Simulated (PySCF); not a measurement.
SMILES C#C/C=C\O (PBE/def2-SVP optimised geometry):

```
9

C      1.681    -0.655     0.000
C      0.452    -0.725     0.000
C     -0.967    -0.725     0.000
C     -1.660     0.452     0.000
O     -1.108     1.676     0.000
H      2.761    -0.624     0.001
H     -1.521    -1.676     0.000
H     -2.761     0.487     0.000
H     -0.130     1.556     0.000
```

Level of theory: PBE/def2-TZVP (PySCF).

Task: What are the frontier orbital energies and the dipole moment?

Result: HOMO-2 -7.81 eV, HOMO-1 -6.97 eV, HOMO -5.46 eV, LUMO -1.58 eV, LUMO+1 -0.49 eV; dipole moment 0.11 D.

Meta-Löwdin charges at PBE/def2-TZVP: C1 -0.24, C2 -0.04, C3 -0.23, C4 0.11, O5 -0.41, H6 0.18, H7 0.15, H8 0.14, H9 0.35.
